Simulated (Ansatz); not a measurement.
`N[SiH]N` radical at its PBE0-D4/def2-TZVP geometry, where that method's forces vanish. The species carries charge 0 and has multiplicity 2.

```xyz
8

N    -1.0395    0.0374    0.9859
Si   -0.0429   -0.7669   -0.1515
N     1.2021    0.3456   -0.5661
H    -1.3229    0.9977    0.8672
H    -1.6314   -0.4668    1.6221
H    -0.6596   -1.1170   -1.4781
H     1.7895    0.7389    0.1523
H     1.7047    0.2311   -1.4318
```

What forces (eV/Å) does PBE-D4/def2-TZVPP give on these atoms in Ansatz? (Best estimate.)

The calculation gave: 
```
N1   0.104  0.016  0.043
Si2  0.000 -0.456  0.046
N3  -0.124  0.161 -0.056
H4  -0.120  0.359 -0.021
H5  -0.207 -0.167  0.226
H6  -0.054 -0.019 -0.176
H7   0.212  0.134  0.236
H8   0.189 -0.028 -0.299
```
